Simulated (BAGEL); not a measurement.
**NO2F (nitryl fluoride) at HF/3-21G (density fitting with cc-pvqz-jkfit)**

Aim: the energy change on altering one bond length of NO2F (nitryl fluoride) at HF/3-21G (density fitting with cc-pvqz-jkfit), from 2 runs. 

The calculation is run with BAGEL 1.2.2.

### Step 1. Starting point

NO2F has 4 atoms, charge 0, and is taken as a singlet. SMILES: `O=[N+]([O-])F`. The shape is that of a PBE0-D4/def2-TZVP optimisation.

Bond lengths: O1–N2 1.170 Å, N2–O3 1.170 Å, N2–F4 1.442 Å. Angles: O1–N2–O3 135.6°, O1–N2–F4 112.2°, O3–N2–F4 112.2°.

### Step 2. A single-point energy at HF/3-21G (density fitting with cc-pvqz-jkfit)

hf.json

```json
{ "bagel": [

{
  "title": "molecule",
  "basis": "3-21g",
  "df_basis": "cc-pvqz-jkfit",
  "angstrom": "true",
  "geometry": [
    { "atom": "O", "xyz": [       0.188290,       0.469930,       1.120250 ] },
    { "atom": "N", "xyz": [       0.079720,      -0.071800,       0.089140 ] },
    { "atom": "O", "xyz": [       0.476580,      -1.068680,      -0.376880 ] },
    { "atom": "F", "xyz": [      -0.744590,       0.670550,      -0.832510 ] }
  ]
},

{ "title": "hf" },

{ "title": "print", "file": "orbitals.molden", "orbitals": "true" }

]}
```

The run is started by

```console
BAGEL_NUM_THREADS=1 BAGEL hf.json > hf.out
```

Standard output:

```text
* using 1 threads per process

  ===============================================================
  ===============================================================

  *** Geometry ***

  { "atom" : "O", "xyz" : [      0.355817,      0.888039,      2.116966 ] },
  { "atom" : "N", "xyz" : [      0.150649,     -0.135682,      0.168450 ] },
  { "atom" : "O", "xyz" : [      0.900606,     -2.019513,     -0.712200 ] },
  { "atom" : "F", "xyz" : [     -1.407071,      1.267156,     -1.573216 ] },

  Number of auxiliary basis functions:      424

  Since a DF basis is specified, we compute 2- and 3-index integrals:
    o Being stored without compression. Storage requirement is 0.004 GB

  Number of basis functions:       36
  Number of electrons      :       32

    * METHOD: MOLECULE                             0.11

  *** RHF ***

  === Nuclear Repulsion ===
   124.4765062625

      * DIIS with orbital gradients will be used.

  === RHF iteration (3-21g) ===
      0       -301.42360064          0.05555462           0.01
      1       -301.53775228          0.04479916           0.01
      2       -301.67951416          0.00244257           0.01
      3       -301.68114777          0.00117636           0.01
      4       -301.68152334          0.00047978           0.01
      5       -301.68160249          0.00012147           0.01
      6       -301.68160754          0.00003222           0.01
      7       -301.68160781          0.00001029           0.01
      8       -301.68160783          0.00000532           0.01
      9       -301.68160783          0.00000174           0.01
     10       -301.68160783          0.00000055           0.01
     11       -301.68160783          0.00000025           0.01
     12       -301.68160783          0.00000007           0.01
     13       -301.68160783          0.00000002           0.02
     14       -301.68160783          0.00000001           0.02
    * SCF iteration converged.

    * Permanent dipole moment:
           (    0.000639,    -0.000561,     0.000706) a.u.

    * METHOD: HF                                   0.26

    * METHOD: PRINT                                0.00

  ===============================================================
```

It took 0.5 s on 1 thread of Arm Neoverse V1, shared host.

### Step 3. The distorted shape

input.json

```json
{ "bagel": [

{
  "title": "molecule",
  "basis": "3-21g",
  "df_basis": "cc-pvqz-jkfit",
  "angstrom": true,
  "geometry": [
    { "atom": "O", "xyz": [       0.311961,       0.358556,       1.258525 ] },
    { "atom": "N", "xyz": [       0.203391,      -0.183174,       0.227415 ] },
    { "atom": "O", "xyz": [       0.600251,      -1.180054,      -0.238605 ] },
    { "atom": "F", "xyz": [      -0.744590,       0.670550,      -0.832510 ] }
  ]
},

{ "title": "hf" },

{ "title": "print", "file": "orbitals.molden", "orbitals": true }

]}
```

The run is started by

```console
BAGEL_NUM_THREADS=1 BAGEL input.json > input.out
```

Standard output:

```text
* using 1 threads per process

  ===============================================================
  ===============================================================

  *** Geometry ***

  { "atom" : "O", "xyz" : [      0.589521,      0.677573,      2.378268 ] },
  { "atom" : "N", "xyz" : [      0.384353,     -0.346149,      0.429752 ] },
  { "atom" : "O", "xyz" : [      1.134310,     -2.229979,     -0.450898 ] },
  { "atom" : "F", "xyz" : [     -1.407071,      1.267156,     -1.573216 ] },

  Number of auxiliary basis functions:      424

  Since a DF basis is specified, we compute 2- and 3-index integrals:
    o Being stored without compression. Storage requirement is 0.004 GB

  Number of basis functions:       36
  Number of electrons      :       32

    * METHOD: MOLECULE                             0.11

  *** RHF ***

  === Nuclear Repulsion ===
   118.6414982302

      * DIIS with orbital gradients will be used.

  === RHF iteration (3-21g) ===
      0       -301.37352573          0.05501361           0.02
      1       -301.47040768          0.04908793           0.01
      2       -301.65685063          0.00265948           0.01
      3       -301.65944110          0.00152207           0.01
      4       -301.66001858          0.00067143           0.01
      5       -301.66017503          0.00019955           0.02
      6       -301.66018853          0.00005483           0.02
      7       -301.66018935          0.00001609           0.02
      8       -301.66018940          0.00000904           0.02
      9       -301.66018941          0.00000395           0.02
     10       -301.66018941          0.00000108           0.02
     11       -301.66018941          0.00000057           0.02
     12       -301.66018941          0.00000013           0.01
     13       -301.66018941          0.00000004           0.01
     14       -301.66018941          0.00000002           0.02
     15       -301.66018941          0.00000001           0.02
    * SCF iteration converged.

    * Permanent dipole moment:
           (   -0.189090,     0.170301,    -0.211426) a.u.

    * METHOD: HF                                   0.29

    * METHOD: PRINT                                0.00

  ===============================================================
```

Wall time 0.54 s (1 thread of Arm Neoverse V1, shared host).

### Step 4. What came out

Level: HF/3-21G (density fitting with cc-pvqz-jkfit).

| quantity | value |
| --- | --- |
| first shape: total energy | -301.68161 Eh |
| first shape: dipole moment | 0.00 D |
| first shape: HOMO energy | -14.11 eV |
| first shape: LUMO energy | 1.67 eV |
| first shape: HOMO–LUMO gap | 15.78 eV |
| distorted shape: total energy | -301.66019 Eh |
| distorted shape: dipole moment | 0.84 D |
| distorted shape: HOMO energy | -14.39 eV |
| distorted shape: LUMO energy | 1.31 eV |
| distorted shape: HOMO–LUMO gap | 15.69 eV |
| energy change with the N2–F4 bond stretched from 1.442 to 1.659 Å | 0.583 eV |

What this shows: With the N2–F4 bond stretched from 1.442 to 1.659 Å the energy rises by 0.58 eV (13.4 kcal/mol). The first shape isn't relaxed at this level, so the change isn't measured from a minimum.
